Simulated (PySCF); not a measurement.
## Exact simulation of a proton spin system

Molecule: SMILES CC(=O)/C=C\F, C4H5FO.

Bonds (- single, = double, # triple, : aromatic): C1-C2 1.502 Å, C2=O3 1.209 Å, C2-C4 1.483 Å, C4=C5 1.327 Å, C5-F6 1.334 Å. C1 carries H7, H8, H9; C4 carries H10; C5 carries H11. Stereochemistry as in CC(=O)/C=C\F.

Calculated, not measured (PySCF): GIAO PBE0/pcSseg-1 shieldings, J: B3LYP/pcJ-1 (spin–dipole term only in couplings to heteroatoms), geometry: GFN2-xTB. Rapidly exchanging positions averaged, relativity neglected, one computed conformer, isolated molecule.

References, each an isolated molecule treated in the same way: 1H against TMS.

Shifts (ppm): F6 -94.7, H7/H8/H9 2.49, H10 5.45, H11 7.31.
Couplings (Hz): F6–H7, F6–H8, F6–H9: 6.9; F6–H10: 42.1; F6–H11: 89.3; H7–H8, H7–H9, H8–H9: -15.3; H7–H10, H8–H10, H9–H10: 0.8; H10–H11: 6.8.

The 6-spin Hamiltonian (Zeeman plus full scalar coupling among like nuclei) was diagonalised exactly; lines are Lorentzian, 1.0 Hz wide, and the maxima above 3 % are listed with the tallest set to 100.

(1) Give the 1H peak list of this spin system at 100 MHz.

(2) And at 500 MHz?

(3) Among coupled protons with different shifts, which pair is furthest from first order, and how does the field change that?

Answers

(1) 
Hz from δ = 0 (height): 779.1 (25), 772.3 (26), 689.8 (24), 683.0 (27), 569.8 (14), 569.1 (14), 563.0 (13), 562.2 (13), 527.6 (14), 527.0 (14), 520.8 (13), 520.1 (13), 252.8 (100), 252.2 (100), 245.9 (100), 245.2 (100)

(2) 
δ in ppm (height): 7.406 (25), 7.393 (26), 7.228 (25), 7.214 (26), 5.500 (14), 5.498 (14), 5.486 (14), 5.485 (14), 5.415 (14), 5.414 (14), 5.402 (14), 5.400 (14), 2.498 (100), 2.496 (100), 2.484 (100), 2.482 (100)

(3) H10 and H11: Δν/J is about 27.4 at 100 MHz (close to first order) and 136.8 at 500 MHz (close to first order). J in Hz doesn't depend on the field, while Δν in Hz grows in proportion to it.

Unscaled 3J(H,H) at this level run about 10 % above measured values.
